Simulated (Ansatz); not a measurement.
## Structure relaxation of V2Co

Computed with DFT PBE, scalar-relativistic, plane waves, PAW (Ansatz). Cutoff 420 eV, Γ-centred k mesh, Gaussian smearing, no spin polarisation in the final step.

V2Co was placed on the cubic Laves (C15) structure type (Fd-3m, No. 227), with Co in place of Mg, V in place of Cu, at a guessed volume.

```
V Co
1.0
     0.00000    3.30628    3.30628
     3.30628    0.00000    3.30628
     3.30628    3.30628    0.00000
V Co
4 2
Direct
  0.62500 0.62500 0.62500
  0.12500 0.62500 0.62500
  0.62500 0.62500 0.12500
  0.62500 0.12500 0.62500
  0.00000 0.00000 0.00000
  0.25000 0.25000 0.25000
```

Cell and atoms relax at zero pressure; the relaxation can't lower the symmetry of the start. After a coarse first stage the cell is made exact in the group found at 0.06 Å.

The zero of energy is the elements' standard structures at the same level; no fitted shifts are applied.

Question: Which crystal results?

Answer: It keeps Fd-3m (No. 227). The result has the cubic Laves (C15) structure. Conventional cell: a = 6.717 Å. V is coordinated by 6 V at 2.37 Å and 6 Co at 2.78 Å; Co is coordinated by 12 V at 2.78 Å and 4 Co at 2.91 Å.

Space group Fd-3m:1 (No. 227). a = 6.717 Å, b = 6.717 Å, c = 6.717 Å, α = 90.00°, β = 90.00°, γ = 90.00°
```json
{"atom": "V", "site": "16c", "symmetry": ".-3m", "x": "0.1250", "y": "0.1250", "z": "0.1250"}
{"atom": "Co", "site": "8b", "symmetry": "-43m", "x": "0.0000", "y": "0.0000", "z": "0.5000"}
```

Question: What are its volume, energy, density and gap?

Answer: The volume per atom is 12.63 Å³. The density is 7.05 g/cm³, the energy over the elements is 0.22 eV/atom and the gap on the 10×10×10 mesh is 0 eV (a metal).

The final run used a 10×10×10 mesh on its 6-atom cell and 0.10 eV smearing. The k mesh leaves about 4 meV/atom of noise in metals. Symmetry constrained the relaxation, so the result can be a saddle point.

Cost: 3 runs of about 1.3 core-minutes in all, on Arm Neoverse V1 (shared hosts).